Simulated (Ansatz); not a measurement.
## Band gap of zinc-blende HgS (metastable phase) at several levels of theory

No measured value is used here.

```csv
level (code),value (eV),cell (Å³/atom)
LDA (Ansatz),0.00,24.91
PBE (Ansatz),0.00,24.91
PBE-D4 (Ansatz),0.00,25.86
Hartree–Fock (Ansatz),___,24.91
```

**Question.** Fill in the missing entries.

**Answer.** 
- Hartree–Fock (Ansatz, a program for electronic structure), value (eV): 6.53

Computed values are for a static lattice. Levels without +SOC have no spin–orbit coupling; where heavier elements are present it shifts gaps, mostly down, and can invert bands. A gap of zero means that the bands touch or overlap; how far they overlap is not shown.  Values are at the measured cell; PBE-D4 at the level's own relaxed cell. Cutoffs and k meshes differ between the levels. Ansatz's density-functional and Hartree–Fock values are scalar-relativistic unless marked +SOC, with PAW data made under PBE.
